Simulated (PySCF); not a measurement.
PySCF job for HS, SMILES [SH] (connectivity only; charge and spin as stated), charge -1, multiplicity 1, KT2/pcSseg-2. The structure is a stationary point at B3LYP-D3(BJ)/def2-TZVPD. The spin state was assumed, not searched.

```python
import numpy as np
from pyscf import gto, scf, dft
from pyscf.prop.nmr import rks as nmr

mol = gto.M(
    atom='''
    S     0.00000000    0.00000000   -0.07927358
    H     0.00000000    0.00000000    1.26837735
    ''',
    basis='pcSseg-2',
    charge=-1,
    spin=0,
    max_memory=1600,
    verbose=3,
)
mf = dft.RKS(mol, xc='kt2')
mf.grids.level = 3
mf.conv_tol = 1e-10
mf.max_cycle = 100
mf.kernel()
n = nmr.NMR(mf)
n.verbose = 2
n.max_cycle_cphf = 60
sigma = n.kernel()
print('atom   isotropic/ppm   span/ppm')
for i, s in enumerate(sigma):
    w = np.linalg.eigvalsh((s + s.T) / 2)
    print(f'{mol.atom_symbol(i):2s}{i + 1:3d} {w.mean():14.3f} {w[2] - w[0]:11.3f}')
```

It prints:

```
converged SCF energy = -401.94395434683
atom   isotropic/ppm   span/ppm
S   1        885.840     266.422
H   2         35.835      17.619
```

The run converged.
